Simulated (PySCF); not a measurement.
Molecule: SMILES Sc1cccs1, C₄H₄S₂.

Molfile (atoms numbered from 1):
```
C4H4S2
     RDKit          3D

 10 10  0  0  0  0  0  0  0  0999 V2000
    2.3793   -0.0927   -1.2952 S   0  0  0  0  0  0  0  0  0  0  0  0
    0.8034    0.0610   -0.5339 C   0  0  0  0  0  0  0  0  0  0  0  0
    0.1643   -0.8713    0.2495 C   0  0  0  0  0  0  0  0  0  0  0  0
   -1.1419   -0.4657    0.6343 C   0  0  0  0  0  0  0  0  0  0  0  0
   -1.4766    0.7672    0.1350 C   0  0  0  0  0  0  0  0  0  0  0  0
   -0.2155    1.4334   -0.8158 S   0  0  0  0  0  0  0  0  0  0  0  0
    3.0636    0.7202   -0.4557 H   0  0  0  0  0  0  0  0  0  0  0  0
    0.6346   -1.8127    0.5355 H   0  0  0  0  0  0  0  0  0  0  0  0
   -1.8075   -1.0596    1.2620 H   0  0  0  0  0  0  0  0  0  0  0  0
   -2.4037    1.3202    0.2845 H   0  0  0  0  0  0  0  0  0  0  0  0
  1  2  1  0
  2  3  2  0
  3  4  1  0
  4  5  2  0
  5  6  1  0
  6  2  1  0
  1  7  1  0
  3  8  1  0
  4  9  1  0
  5 10  1  0
M  END
```

Geometry PBE0-D3(BJ)/def2-SVP throughout; GIAO in PySCF 2.14.0 with density-fitted response routines, gas phase, one conformer, non-relativistic; equivalent atoms averaged; basis pcSseg-2.

For orientation, BP86 gives these shifts δ (against CS2, TMS at the same level): S1 -53.9, C5 139.9, C3 144.8, C2 138.2, C4 133.6, H10 7.34, H8 7.32, H9 7.09, H7 3.59 ppm.

A run gave: S1 -35.8, C5 145.7, C3 147.1, C2 145.7, C4 135.5, H10 7.25, H8 7.14, H9 6.86, H7 3.20 ppm (shifts δ (against CS2, TMS at the same level)).

Question: Which functional was used in that run?
A. WP04
B. PBE0
C. wB97X-D
D. B97-D
E. OPBE

Answer: A. H7 tells them apart best: WP04 gives 3.20, PBE0 gives 3.59, B97-D gives 3.58, wB97X-D gives 3.50, OPBE gives 3.58 ppm.
